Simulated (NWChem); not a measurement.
**Correlation energy of CH3O**

```xyz
5

C     -0.6289     0.2385     0.1234
O      0.5894    -0.3303    -0.0831
H     -1.4662    -0.4429    -0.0412
H     -0.7529     1.3137    -0.0505
H      1.2772     0.3408     0.0161
```
Charge 0, spin multiplicity 2.

Program: NWChem. The geometry was optimised at UB3LYP/def2-SVP, a minimum by its harmonic frequencies. It is one conformer; others weren't searched.

Basis set: cc-pVDZ. Each correlation energy counts from its own Hartree-Fock reference.

The correlated methods keep 2 core orbitals frozen. The structure started from a generated list of species. The stability of the SCF solutions was not checked. Open-shell Hartree-Fock references start from PBE0 orbitals. Coupled-cluster values serve here as a point of comparison, not as the truth.

| method | correlation energy (mHa) |
|---|---|
| URI-MP2 | -309.7 |
| UMP2 | -309.7 |
| SCS-UMP2 | -305.0 |
| CCSD on UHF | -333.4 |
| CCSD[T] on UHF | -341.3 |
| CCSD(T) on UHF | [?] |
| CCSD on ROHF | [?] |
| CCSD[T] on ROHF | -345.7 |
| CCSD(T) on ROHF | [?] |

Q: What belongs in the gaps?

A: 
- CCSD(T) on UHF, correlation energy (mHa): -340.7
- CCSD on ROHF, correlation energy (mHa): -337.5
- CCSD(T) on ROHF, correlation energy (mHa): -345.1
